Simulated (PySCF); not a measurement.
PN: input and log

State: ¹Σ⁺ (singlet), closed shell.

An equivalent input (the run itself took its basis sets from the Basis Set Exchange, started from a PBE0 density and held the occupation σ 7α 7β, πx 2α 2β, πy 2α 2β):

```python
from pyscf import gto, dft
mol = gto.M(atom='P 0 0 0; N 0 0 1.483', basis={'P': 'def2-TZVP', 'N': 'def2-TZVP'},
            charge=0, spin=0, verbose=4, symmetry='C2v')
mf = dft.UKS(mol, xc='PBE0')
mf.grids.atom_grid = (80, 434)
mf.grids.prune = dft.gen_grid.treutler_prune
mf.irrep_nelec = {'A1': (7, 7), 'B1': (2, 2), 'B2': (2, 2)}
mf.conv_tol = 1e-9
mf.max_cycle = 60
mf.diis_space = 10
mf.kernel()
```

The log (some set-up lines and the per-cycle HOMO/LUMO lines removed):

```
******** <class 'pyscf.dft.uks_symm.SymAdaptedUKS'> ********
method = SymAdaptedUKS
damping factor = 0
level_shift factor = 0
DIIS = <class 'pyscf.scf.diis.CDIIS'>
diis_start_cycle = 1
diis_space = 10
diis_damp = 0
SCF conv_tol = 1e-09
SCF conv_tol_grad = None
SCF max_cycles = 60
number electrons alpha = 11  beta = 11
Set gradient conv threshold to 3.16228e-05
init E= -395.895718346301
cycle= 1 E= -395.898454010197  delta_E= -0.00274  |g|= 0.0036  |ddm|= 0.0111
cycle= 2 E= -395.898435601256  delta_E= 1.84e-05  |g|= 0.00726  |ddm|= 0.00609
cycle= 3 E= -395.898458983682  delta_E= -2.34e-05  |g|= 0.00231  |ddm|= 0.00468
cycle= 4 E= -395.898461555657  delta_E= -2.57e-06  |g|= 0.000224  |ddm|= 0.0016
cycle= 5 E= -395.898461571521  delta_E= -1.59e-08  |g|= 4.76e-05  |ddm|= 0.000101
cycle= 6 E= -395.898461572625  delta_E= -1.1e-09  |g|= 3.21e-06  |ddm|= 3.66e-05
cycle= 7 E= -395.898461572636  delta_E= -1.11e-11  |g|= 1.44e-06  |ddm|= 4.18e-06
Extra cycle  E= -395.898461572641  delta_E= -5e-12  |g|= 2.71e-06  |ddm|= 3.43e-06
converged SCF energy = -395.898461572641  <S^2> = 4.5470472e-10  2S+1 = 1
```

Repeating this along the bond gives Re = 1.479 Å and ωe = 1428 cm⁻¹.

A point of this curve took 1.8 CPU seconds beside 0.16 for the integrals, on Arm Neoverse V1 (shared host).
